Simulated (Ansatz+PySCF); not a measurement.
Two shapes of singlet C4H5N.

Shape 1:

```xyz
10

N     1.1173    0.0000    0.0000
C     0.3342    1.1192    0.0000
C    -0.9829    0.7107    0.0000
C    -0.9829   -0.7107    0.0000
C     0.3342   -1.1192    0.0000
H     2.1270    0.0000    0.0000
H     0.7706    2.1157    0.0000
H    -1.8524    1.3654    0.0000
H    -1.8524   -1.3654    0.0000
H     0.7706   -2.1157    0.0000
```

Shape 2:

```xyz
10

N     1.1384    0.0254    0.0375
C     0.2944    1.0976   -0.0211
C    -1.0293    0.7102    0.0185
C    -0.9851   -0.7159   -0.0497
C     0.3332   -1.1152    0.0498
H     2.1125   -0.0169    0.0448
H     0.7533    2.1018   -0.0448
H    -1.8509    1.3213   -0.0236
H    -1.8309   -1.4105   -0.0005
H     0.7660   -2.0659    0.0016
```

Basis set: def2-SVP (spherical functions). Charge 0, multiplicity 1.

Computed with Ansatz (development build ahead of 0.2.0); each method stands on the lowest determinant of its kind that the runs found.

Which shape is lower in energy, and by how much in each method?

| method | E(2) − E(1) (eV) |
| --- | --- |
| UHF | 0.279 |
| PBE (restricted) | 0.309 |
| PBE (unrestricted) | 0.309 |
| PBE0 (restricted) | 0.301 |
| ωB97X (restricted) | 0.304 |

Shape 1 is lower.
